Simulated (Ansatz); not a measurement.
## Worked example: correlation energy of HCl, triplet

Geometry: that of the HCl, singlet, kept fixed. The singlet lies 7.5 eV lower here.

```yaml
atoms:
  - { symbol: Cl, position_ang: [0.0000, 0.0000, 0.0000] }
  - { symbol: H, position_ang: [0.0000, 0.0000, 1.2788] }
```

Basis cc-pVTZ; Ansatz 0.2.0. Only valence electrons are correlated (noble-gas cores frozen), which leaves 8 electrons in 43 orbitals. Prefix R: restricted or restricted open-shell reference; prefix U: unrestricted.

Full CI isn't at hand for all of this; UCCSDT(Q) serves as the reference, and is uncertain by the last step of the cluster series or more.

UCCSD has a T1 diagnostic of 0.009 and a largest doubles amplitude of 0.04.

Runs differ by some tens of microhartree through their thresholds and, for an open shell, their frozen cores, so steps under 0.03 kcal/mol mean nothing.

```csv
level,total energy (hartree)
UHF,-459.855299
UMP2,-460.031304
UCCSD,-460.055708
UCCSD(T),-460.062215
UCCSDT,-460.062927
UCCSDT(Q),-460.063129
```

Problem. What is the correlation energy at UCCSDT(Q), and what share of it do UMP2 and UCCSD(T) recover?

Solution. E(corr) = -460.063129 − (-459.855299) = -0.207830 hartree = -5.655 eV. UMP2: -0.176005 / -0.207830 = 84.69 %. UCCSD(T): -0.206916 / -0.207830 = 99.56 %.

Problem. By how many kcal/mol does UCCSD(T) miss UCCSDT(Q) (1 hartree = 627.509 kcal/mol), and which steps make up the rest?

Solution. -460.062215 − (-460.063129) = 0.000914 hartree = 0.57 kcal/mol. Steps: UCCSDT − UCCSD(T) = -0.45, UCCSDT(Q) − UCCSDT = -0.13 kcal/mol. That is within 1 kcal/mol of the reference in this basis, which itself misses far more of the correlation at the basis-set limit.
